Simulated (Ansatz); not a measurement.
A made-up structure of LiBHO (charge +1), singlet:

```
4
angstrom
Li -2.1329 0.6187 0.1221
B 0.8711 -0.4285 -0.0552
O -0.2850 0.0379 0.0149
H 2.0119 -0.2930 -0.1063
```

It is relaxed with PBE-D4/def2-SVP and then PBE0-D4/def2-TZVP (Ansatz 0.2.0). Atoms count as bonded within 1.22 times the sum of their covalent radii (H–H: 0.88 Å). The end point is not checked to be a true minimum.

Task: Does its bonding change? (Judge from chemistry; the calculation decides.)

Result: Computed: No: no bond forms or breaks.

Where it ends: The first stage lowers the energy by 0.34 eV in 6 steps. It ends as LiBHO ([Li][O][BH]), total charge +1:
Li1  (-2.063, 0.508, 0.115)
B2  (0.855, -0.194, -0.047)
O3  (-0.320, 0.088, 0.018)
H4  (1.993, -0.467, -0.111)
(Å)

Labels in which every atom is bracketed show which atoms are joined, not bond orders.

For scale, one of the runs: PBE0-D4/def2-TZVP relaxation, 82 basis functions, launched by `ansatz run in.yaml --threads 2 --pin off --events-out ev --progress --plain --max-ram 4352MiB`. The run took about 1.9 s on 2 CPU threads of an AMD EPYC 9R45 (shared host).
